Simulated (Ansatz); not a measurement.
**Relative stability**

Two isomers of CH$_{5}$BS, singlet, relaxed at PBE0-D4/def2-TZVP (vibrations not checked).

A:

```
8
angstrom
B -0.6648 0.5501 -0.5878
C 0.5390 0.1983 0.3197
S 0.6346 -1.4498 1.0636
H -1.4292 -0.2796 -0.9881
H -0.8003 1.6877 -0.9359
H 0.6406 0.9428 1.1163
H 1.4194 0.3665 -0.3234
H -0.3392 -2.0161 0.3356
```

B:

```
8
angstrom
C -0.6327 0.8479 -0.2658
B 0.3426 -0.3618 -0.1543
S 0.5981 -1.1480 1.4245
H -1.4139 0.6227 -1.0011
H -0.0968 1.7144 -0.6703
H -1.1133 1.1446 0.6683
H 0.9323 -0.7852 -1.1038
H 1.4758 -2.0917 1.0468
```

Program: Ansatz 0.2.0. Basis: def2-TZVPP. Cores are frozen in the correlated methods. B3LYP uses VWN-RPA correlation.

**Question.** Which structure is lower at CCSD(T), and by how much? (An estimate is asked for; the value comes from the calculation.)

**Answer.** Computed: B, by 38.88 kcal/mol (electronic energy, against the other). By their contacts, A is CH₅BS ([BH2][CH2][SH]) and B is CH₅BS ([CH3][BH][SH]).

All methods give the same order:

```json
{"method": "PBE-D4", "E(B) − E(A) (kcal/mol)": "-39.82"}
{"method": "r2SCAN-D4", "E(B) − E(A) (kcal/mol)": "-40.36"}
{"method": "PBE0-D4", "E(B) − E(A) (kcal/mol)": "-39.40"}
{"method": "B3LYP-D4", "E(B) − E(A) (kcal/mol)": "-38.50"}
{"method": "wB97M-V", "E(B) − E(A) (kcal/mol)": "-38.22"}
{"method": "HF", "E(B) − E(A) (kcal/mol)": "-36.30"}
{"method": "MP2", "E(B) − E(A) (kcal/mol)": "-39.50"}
{"method": "CCSD", "E(B) − E(A) (kcal/mol)": "-38.36"}
{"method": "CCSD(T)", "E(B) − E(A) (kcal/mol)": "-38.88"}
```

The T1 diagnostic stays at or below 0.013.

Labels in which every atom is bracketed show which atoms are joined, not bond orders.
